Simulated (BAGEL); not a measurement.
# triplet [NO2]+ at 5 levels

Aim: a comparison of 5 runs (UHF/STO-3G, UHF/3-21G, ROHF/6-31G*, ROHF/def2-TZVPPD, UHF/def2-TZVPPD) of triplet [NO2]+. 

The results are computed with BAGEL 1.2.2.

1 further run of the same task is left out (set aside as unsound or not needed).

### Step 1. Starting point

[NO2]+: 3 atoms, total charge +1, spin state triplet. As SMILES of the parent species, `O=[N+]=O`. The shape is that of a GFN2-xTB optimisation. That shape belongs to the parent species and isn't relaxed for this state.

Bond lengths: O1–N2 1.091 Å, N2–O3 1.091 Å. Angles: O1–N2–O3 180.0°.

### Step 2. The energy at UHF/STO-3G (density fitting with qzvpp-jkfit) (run 1)

job.json

```json
{ "bagel" : [

{
  "title" : "molecule",
  "basis" : "sto-3g",
  "df_basis" : "qzvpp-jkfit",
  "angstrom" : true,
  "geometry" : [
    { "atom" : "O", "xyz" : [   -0.563200,    0.911190,   -0.206000 ] },
    { "atom" : "N", "xyz" : [   -0.000010,   -0.000010,    0.000000 ] },
    { "atom" : "O", "xyz" : [    0.563210,   -0.911180,    0.206000 ] }
  ]
},
{ "title" : "uhf", "charge" : 1, "nopen" : 2 },
{ "title" : "print", "file" : "orbitals.molden", "orbitals" : true }

]}
```

Started as:

```bash
$ BAGEL_NUM_THREADS=1 BAGEL job.json > job.out
```

The program printed:

```text
* using 1 threads per process

  ===============================================================
  ===============================================================

  *** Geometry ***

  { "atom" : "O", "xyz" : [     -1.064294,      1.721900,     -0.389284 ] },
  { "atom" : "N", "xyz" : [     -0.000019,     -0.000019,      0.000000 ] },
  { "atom" : "O", "xyz" : [      1.064313,     -1.721881,      0.389284 ] },

  Number of auxiliary basis functions:      231

  Since a DF basis is specified, we compute 2- and 3-index integrals:
    o Being stored without compression. Storage requirement is 0.000 GB

  Number of basis functions:       15
  Number of electrons      :       23

    * METHOD: MOLECULE                             0.03

  *** Open-shell HF ***

  === Nuclear Repulsion ===
    69.8569293630

      * DIIS with orbital gradients will be used.

  === UHF iteration (sto-3g) ===
      0       -200.68413372          0.06083132           0.00
      1       -200.76030489          0.02792885           0.00
      2       -200.77173677          0.00854296           0.00
      3       -200.77383650          0.00407971           0.00
      4       -200.77464553          0.00030561           0.00
      5       -200.77466771          0.00003265           0.00
      6       -200.77467323          0.00001288           0.00
      7       -200.77467473          0.00001054           0.00
      8       -200.77467676          0.00000434           0.00
      9       -200.77467714          0.00000078           0.00
     10       -200.77467714          0.00000072           0.00
     11       -200.77467714          0.00000065           0.00
     12       -200.77467714          0.00000029           0.00
     13       -200.77467714          0.00000005           0.00
     14       -200.77467714          0.00000003           0.00
     15       -200.77467714          0.00000002           0.00
     16       -200.77467714          0.00000001           0.00
    * SCF iteration converged.

    * S^2 (UHF) is 2.0047

    * Permanent dipole moment:
           (   -0.000015,    -0.000012,    -0.000000) a.u.

    * METHOD: UHF                                  0.06

    * METHOD: PRINT                                0.00

  ===============================================================
```

Wall time 0.2 s (1 thread of Arm Neoverse V2, shared host).

### Step 3. A single-point energy at UHF/3-21G (density fitting with qzvpp-jkfit) (run 2)

input.json

```json
{ "bagel": [

{
  "title": "molecule",
  "basis": "3-21g",
  "df_basis": "qzvpp-jkfit",
  "angstrom": true,
  "geometry": [
    { "atom": "O", "xyz": [   -0.563200,    0.911190,   -0.206000 ] },
    { "atom": "N", "xyz": [   -0.000010,   -0.000010,    0.000000 ] },
    { "atom": "O", "xyz": [    0.563210,   -0.911180,    0.206000 ] }
  ]
},
{
  "title": "uhf",
  "charge": 1,
  "nopen": 2
},
{
  "title": "print",
  "file": "orbitals.molden",
  "orbitals": true
}

]}
```

Started as:

```bash
$ BAGEL_NUM_THREADS=1 BAGEL input.json > input.out
```

The program printed:

```text
* using 1 threads per process

  ===============================================================
  ===============================================================

  *** Geometry ***

  { "atom" : "O", "xyz" : [     -1.064294,      1.721900,     -0.389284 ] },
  { "atom" : "N", "xyz" : [     -0.000019,     -0.000019,      0.000000 ] },
  { "atom" : "O", "xyz" : [      1.064313,     -1.721881,      0.389284 ] },

  Number of auxiliary basis functions:      231

  Since a DF basis is specified, we compute 2- and 3-index integrals:
    o Being stored without compression. Storage requirement is 0.001 GB

  Number of basis functions:       27
  Number of electrons      :       23

    * METHOD: MOLECULE                             0.03

  *** Open-shell HF ***

  === Nuclear Repulsion ===
    69.8569293630

      * DIIS with orbital gradients will be used.

  === UHF iteration (3-21g) ===
      0       -202.19644153          0.06750844           0.00
      1       -202.28415309          0.04165052           0.00
      2       -202.30129132          0.02320757           0.00
      3       -202.30847133          0.00411124           0.00
      4       -202.30955045          0.00122504           0.00
      5       -202.30970172          0.00021135           0.00
      6       -202.30972631          0.00003636           0.00
      7       -202.30973160          0.00001675           0.00
      8       -202.30973429          0.00000855           0.00
      9       -202.30973500          0.00000440           0.00
     10       -202.30973530          0.00000080           0.00
     11       -202.30973530          0.00000047           0.00
     12       -202.30973530          0.00000034           0.00
     13       -202.30973530          0.00000032           0.00
     14       -202.30973530          0.00000024           0.00
     15       -202.30973530          0.00000018           0.00
     16       -202.30973530          0.00000018           0.00
     17       -202.30973530          0.00000011           0.00
     18       -202.30973530          0.00000005           0.00
     19       -202.30973530          0.00000002           0.00
     20       -202.30973530          0.00000000           0.00
    * SCF iteration converged.

    * S^2 (UHF) is 2.0108

    * Permanent dipole moment:
           (   -0.000017,    -0.000010,    -0.000001) a.u.

    * METHOD: UHF                                  0.11

    * METHOD: PRINT                                0.00

  ===============================================================
```

Run time: 0.26 s. Hardware: 1 thread of Arm Neoverse V2, shared host.

Runs 3 to 4 aren't shown in full; the table further down has their settings and results.

### Step 4. The energy at UHF/def2-TZVPPD (density fitting with qzvpp-jkfit) (run 5)

input.json

```json
{ "bagel" : [

{
  "title" : "molecule",
  "basis" : "def2-tzvppd.json",
  "df_basis" : "qzvpp-jkfit",
  "angstrom" : "true",
  "geometry" : [
    { "atom" : "O", "xyz" : [      -0.563200,       0.911190,      -0.206000 ] },
    { "atom" : "N", "xyz" : [      -0.000010,      -0.000010,       0.000000 ] },
    { "atom" : "O", "xyz" : [       0.563210,      -0.911180,       0.206000 ] }
  ]
},

{ "title" : "uhf", "charge" : 1, "nopen" : 2 },

{ "title" : "print", "file" : "orbitals.molden", "orbitals" : "true" }

]}
```

The basis set def2-TZVPPD is read from a file made from the Basis Set Exchange's data (not shown).

Started as:

```bash
$ BAGEL_NUM_THREADS=1 BAGEL input.json > input.out
```

The program printed:

```text
* using 1 threads per process

  ===============================================================
  ===============================================================

  *** Geometry ***

  { "atom" : "O", "xyz" : [     -1.064294,      1.721900,     -0.389284 ] },
  { "atom" : "N", "xyz" : [     -0.000019,     -0.000019,      0.000000 ] },
  { "atom" : "O", "xyz" : [      1.064313,     -1.721881,      0.389284 ] },

  Number of auxiliary basis functions:      231

  Since a DF basis is specified, we compute 2- and 3-index integrals:
    o Being stored without compression. Storage requirement is 0.025 GB

  Number of basis functions:      117
  Number of electrons      :       23

    * METHOD: MOLECULE                             0.07

  *** Open-shell HF ***

  === Nuclear Repulsion ===
    69.8569293630

      * DIIS with orbital gradients will be used.

  === UHF iteration (def2-tzvppd.json) ===
      0       -203.49048483          0.02616485           0.03
      1       -203.57311197          0.01471854           0.04
      2       -203.58943240          0.00895295           0.04
      3       -203.59683135          0.00161165           0.04
      4       -203.59812659          0.00044305           0.04
      5       -203.59828209          0.00011846           0.04
      6       -203.59830459          0.00002358           0.04
      7       -203.59830887          0.00000863           0.04
      8       -203.59831127          0.00000327           0.04
      9       -203.59831184          0.00000205           0.04
     10       -203.59831219          0.00000112           0.04
     11       -203.59831228          0.00000044           0.04
     12       -203.59831229          0.00000032           0.04
     13       -203.59831229          0.00000029           0.04
     14       -203.59831229          0.00000027           0.04
     15       -203.59831229          0.00000018           0.04
     16       -203.59831229          0.00000008           0.04
     17       -203.59831229          0.00000004           0.04
     18       -203.59831229          0.00000001           0.04
     19       -203.59831229          0.00000001           0.04
    * SCF iteration converged.

    * S^2 (UHF) is 2.0185

    * Permanent dipole moment:
           (   -0.000009,    -0.000014,     0.000001) a.u.

    * METHOD: UHF                                  0.78

    * METHOD: PRINT                                0.02

  ===============================================================
```

Run time: 1 s. Hardware: 1 thread of Arm Neoverse V2, shared host.

### Step 5. The series

```tsv
run	level	energy (Eh)	⟨S²⟩	wall time
1	UHF/STO-3G (density fitting with qzvpp-jkfit)	-200.774677	2.005	0.2 s
2	UHF/3-21G (density fitting with qzvpp-jkfit)	-202.309735	2.011	0.26 s
3	ROHF/6-31G* (density fitting with qzvpp-jkfit, spherical functions)	-203.481438	2.000	0.32 s
4	ROHF/def2-TZVPPD (density fitting with qzvpp-jkfit)	-203.585646	2.000	0.97 s
5	UHF/def2-TZVPPD (density fitting with qzvpp-jkfit)	-203.598312	2.018	1 s
```

### Step 6. Summary of results

```
           quantity          value
run 5: total energy  -203.59831 Eh
        run 5: ⟨S²⟩          2.018
```

In run 1 the basis is minimal, so the values are rough. All runs together took 2.8 s, the longest 1 s.
